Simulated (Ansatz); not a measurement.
Solid chlorine, treated with PBE-D4 (Ansatz, a first-principles code, plane waves, PAW).

Settings: plane-wave cutoff 520 eV, 10×10×4 k mesh (along the axes of the cell as run), Fermi–Dirac smearing 0.01 eV, scalar-relativistic PAW data made under PBE.

Computed at the level's own relaxed cell.

```xyz
4
Lattice="2.0340 -3.2846 0.0000 2.0340 3.2846 0.0000 0.0000 0.0000 8.0901" Properties=species:S:1:pos:R:3 pbc="T T T"
Cl     3.5614     0.0000     7.2090
Cl     2.5407     0.0000     3.1640
Cl     1.5274     0.0000     4.9261
Cl     0.5066     0.0000     0.8811
```

Question: List the 16 lowest band energies at Γ above −25 eV (eV, relative to the valence band maximum), grouping those that round alike.

Answer: At Γ: -16.73, -16.37, -13.05, -12.08, -5.69, -4.30, -2.60, -2.46, -2.36, -2.18, -0.99, -0.37, -0.21, 0.00, 2.19, 3.05.
